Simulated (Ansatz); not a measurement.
```yaml
crystal:
  periodic: [false, false, false]
  atoms:
    - {symbol: N, position_ang: [-1.702849, -0.212186, -0.005996]}
    - {symbol: P, position_ang: [-0.385155, 0.716787, 0.010865]}
    - {symbol: S, position_ang: [1.198654, -0.604944, -0.007833]}
    - {symbol: H, position_ang: [-2.632930, 0.166650, -0.001365]}
basis:
  gaussian: {orbitals: def2-TZVP}
magnetization: {spin_polarized: true, initial_magnetization: 3}
hamiltonian: {xc: pbe0}
relax: {f_tol: 0.004, max_steps: 80}
```

```sh
$ ansatz run in.yaml --threads 1 --pin off --events-out ev --progress --plain --max-ram 2176MiB
```

Steps of the relaxation (energy above the last step; positions in Å, forces in eV/Å):

```
4
step 1, 131.3 meV
N    -1.703   -0.212   -0.006   -0.436   -0.330   -0.006
P    -0.385    0.717    0.011    0.888   -0.232   -0.002
S     1.199   -0.605   -0.008    0.113    0.364    0.006
H    -2.633    0.167   -0.001   -0.564    0.198    0.002
```

```
4
step 2, 75.2 meV
N    -1.770   -0.217   -0.006   -0.196   -0.452   -0.008
P    -0.375    0.623    0.009    0.576    0.065    0.002
S     1.307   -0.564   -0.007   -0.436    0.232    0.003
H    -2.684    0.224   -0.001    0.055    0.156    0.003
```

```
4
step 3, 63.2 meV
N    -1.763   -0.222   -0.006   -0.320   -0.489   -0.008
P    -0.370    0.626    0.009    0.504    0.175    0.004
S     1.287   -0.560   -0.007   -0.240    0.146    0.002
H    -2.677    0.223   -0.001    0.056    0.169    0.003
```

```
4
step 8, 1.8 meV
N    -1.817   -0.340   -0.008   -0.076    0.205    0.003
P    -0.355    0.606    0.009    0.074   -0.158   -0.002
S     1.267   -0.511   -0.006   -0.081    0.085    0.001
H    -2.618    0.312    0.001    0.084   -0.133   -0.002
```

```
4
step 11, 0.0 meV
N    -1.817   -0.329   -0.008    0.000    0.000    0.000
P    -0.353    0.598    0.009    0.000   -0.001    0.000
S     1.271   -0.509   -0.006    0.000    0.000    0.000
H    -2.623    0.307    0.001    0.000    0.000    0.000
```

Close pairs at the end: N1–H4 1.027 Å, N1–P2 1.733 Å, P2–S3 1.965 Å.

A stationary point of unrestricted PBE0 after 11 steps, with ⟨S²⟩ = 3.770 against 3.75 for a pure state; no frequencies were run, so it isn't proven a minimum. 57 s on 1 thread of Intel Xeon Platinum 8488C, shared host.
